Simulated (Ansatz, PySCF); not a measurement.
Species: sulfane, H₂S (charge 0, singlet). 
Geometry from a B3LYP-D3(BJ)/def2-TZVP (Ansatz, a program for electronic structure) optimisation:
```xyz
3

S      0.0018     0.0003     0.1031
H     -0.0075     0.9678    -0.8277
H     -0.0219    -0.9726    -0.8218
```


Wanted: enthalpy of formation at 298 K (from the atomisation energy, B3LYP-D3(BJ)/def2-TZVP harmonic zero-point and thermal terms from PySCF, and the atoms' enthalpies of formation in the G2/97 table; no spin-orbit terms, and no core term in the frozen-core levels), in eV. Correlated levels leave the core frozen unless marked. UHF or UKS for open shells. No spin-orbit coupling. Non-relativistic. FCI takes restricted orbitals. The coupled-cluster limit lacks core correlation, which all-electron functionals hold. Basis-set limits of correlation are two-point, X^-3; Hartree-Fock from the larger set (for Q and 5 zeta extrapolated as (X+1)exp(-9√X)).

```
level                                        program  enthalpy of formation at 298 K (eV)
------------------------------------  --------------  -----------------------------------
HF/6-31G                                      Ansatz                                 3.37
HF/cc-pV(D+d)Z                                Ansatz                                 2.18
HF/def2-SVP                                   Ansatz                                 2.21
HF-D3(BJ)/def2-TZVPD                   PySCF + dftd3                                 1.84
PBE-D4/def2-TZVPD                     Ansatz + dftd4                                -0.20
TPSS/def2-TZVPD                                PySCF                                -0.30
r2SCANh/def2-TZVPD                            Ansatz                                -0.15
PW6B95-D3(BJ)/def2-TZVPD               PySCF + dftd3                                -0.23
CAM-B3LYP/def2-TZVPD                          Ansatz                                -0.17
wB97X-V/def2-TZVPD                            Ansatz                                -0.27
wB97X/def2-TZVPD                              Ansatz                                -0.19
B2GP-PLYP-D4/def2-TZVPD               Ansatz + dftd4                                -0.01
SCS-MP2/def2-SVP                              Ansatz                                 0.47
CCSD/CBS(cc-pV(T+d)Z,cc-pV(Q+d)Z)             Ansatz                                -0.17
CCSD(T)/6-31G*                                Ansatz                                 1.05
CCSD(T)/aug-cc-pV(D+d)Z                       Ansatz                                 0.23
CCSD(T)/cc-pV(D+d)Z                           Ansatz                                 0.38
CCSD(T)/def2-TZVPP                            Ansatz                                -0.04
CCSD(T)/aug-cc-pV(Q+d)Z                       Ansatz                                -0.20
FCI/6-31G                                     Ansatz                                 1.98
CCSD(T)/CBS(cc-pV(Q+d)Z,cc-pV(5+d)Z)          Ansatz                                -0.26
```
